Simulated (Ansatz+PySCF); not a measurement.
Two shapes of doublet NH₃(+).

Shape 1:

```xyz
4

N     0.0000    0.0000    0.0000
H     0.0000   -1.0254   -0.0141
H     0.0000    0.5005    0.8951
H     0.0000    0.5249   -0.8810
```

Shape 2:

```xyz
4

N     0.0000    0.0000    0.0000
H     0.0000   -1.0054   -0.0138
H     0.0000    0.4907    0.8777
H     0.0000    0.5147   -0.8638
```

Basis set: cc-pVTZ (spherical functions). Correlated methods keep 1 orbital frozen. Charge 1, multiplicity 2.

Computed with Ansatz (development build ahead of 0.2.0); each method stands on the lowest determinant of its kind that the runs found.

Problem. Which shape is lower in energy, and by how much in each method?

Solution.

```tsv
method	E(2) − E(1) (eV)
ROHF	-0.019
UHF	-0.015
UHF-MP2	0.010
UHF-CCSD	0.014
UHF-CCSD(T)	0.018
```

The methods disagree on the order.
